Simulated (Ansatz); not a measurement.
**Rock-salt EuS**

Calculation: LDA (plane waves, hard PAW; Ansatz, a quantum-chemistry and plane-wave program).

Numerical settings: plane-wave cutoff 660 eV, 12×12×12 k mesh, Fermi–Dirac smearing 0.05 eV, ferromagnetic start, spin-polarised with parallel moments.

Cell (relaxed at this level):

Space group Fm-3m (No. 225); a = 5.6608 Å, b = 5.6608 Å, c = 5.6608 Å, α = 90.00°, β = 90.00°, γ = 90.00°

| atom | site | symmetry | x | y | z |
|---|---|---|---|---|---|
| Eu | 4a | m-3m | 0.0000 | 0.0000 | 0.0000 |
| S | 4b | m-3m | 0.5000 | 0.5000 | 0.5000 |
(The calculation used a cell of 4 atoms; values per cell refer to that cell.)

magnetic moment (largest site, within a sphere): 6.62 μB
band gap: none

Measured, for comparison: band gap 1.65 eV (temperature not stated, not corrected to a static lattice, compiled measured gap; kind and temperature not stated; as tabulated in Kothakonda et al. (2022), arXiv:2208.02841).

Note: the 4f shell is treated without U or exact exchange, so its levels and filling can be wrong.

Moments are spin moments.

Spin–orbit coupling is not included.

The computed numbers hold no vibrational or temperature effects.

It cost around 12 core-minutes (rough) of CPU time.
